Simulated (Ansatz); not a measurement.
Two isomers of C3H7NOS: A = `CN1CSC1O`, B = `CC1(O)NCS1`.

Computed with Ansatz on PBE0-D4/def2-TZVP structures; ΔE is electronic, products minus reactants. CCSD(T)/CBS is the MP2 limit (def2-TZVPP, def2-QZVPP) plus CCSD(T) − MP2 in def2-TZVPP, frozen cores. Functionals use def2-TZVPP. One conformer a species, not always the lowest.

Which isomer does CCSD(T)/CBS put lower? Give the gap. (Best estimate.)

Computed: B, by 8.6 kcal/mol.

Give E(B) − E(A) in kcal/mol with CCSD/def2-TZVPP, HF/def2-TZVPP, PBE-D4, PBE0-D4, r2SCAN-D4, ωB97M-V, CCSD(T)/def2-TZVPP. (Best estimate.)

Computed: CCSD/def2-TZVPP -7.9, HF/def2-TZVPP -7.0, PBE-D4 -7.2, PBE0-D4 -7.7, r2SCAN-D4 -8.2, ωB97M-V -8.4, CCSD(T)/def2-TZVPP -8.0. None reverses the order clearly.

Largest T1 diagnostic: 0.012.

In def2-TZVPP, CCSD(T) changes the Hartree–Fock value by −1.0 kcal/mol (the triples alone add −0.1 kcal/mol) and MP2 by −1.4 kcal/mol.
